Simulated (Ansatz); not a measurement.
Born–Oppenheimer molecular dynamics of CH6BN (9 atoms, charge 0, multiplicity 1). It starts from a relaxed structure.

All numbers below come from RKS BLYP-D4/6-31G* (Ansatz).

```json
{"ensemble": "NVT, Langevin thermostat", "time step": "0.5 fs", "steps asked": "250", "set temperature": "200 K", "friction": "0.001 /fs", "seed": "775123"}
```

First frame:

```xyz
9
Properties=species:S:1:pos:R:3
B 0.035 -0.157 -0.066
H 0.068 -0.480 1.098
N 1.272 -0.023 -0.722
H 2.170 -0.184 -0.268
H 1.360 0.245 -1.703
C -1.338 0.103 -0.812
H -1.980 -0.796 -0.770
H -1.913 0.900 -0.303
H -1.234 0.392 -1.875
```

Q: How far do the bonds stretch over the last three quarters of this one trajectory? (Pairs bonded in most of those frames.)

A: 
```tsv
bond	mean (Å)	spread (Å)	shortest	longest
B1–H2	1.209	0.013	1.19	1.23
B1–N3	1.408	0.019	1.37	1.44
B1–C6	1.589	0.030	1.53	1.63
N3–H4	1.020	0.017	0.99	1.05
N3–H5	1.022	0.018	0.99	1.05
C6–H7	1.108	0.020	1.07	1.14
C6–H8	1.106	0.018	1.08	1.14
C6–H9	1.107	0.024	1.07	1.15
```

Mean temperature of the second half: 85 K. The mean temperature of the second half is 57 % below the set value. A run of 0.12 ps of so small a system gives no equilibrium averages.

Time of the run: 6 min on 1 thread of Arm Neoverse V1, on a shared host, peak memory 0.1 GiB.
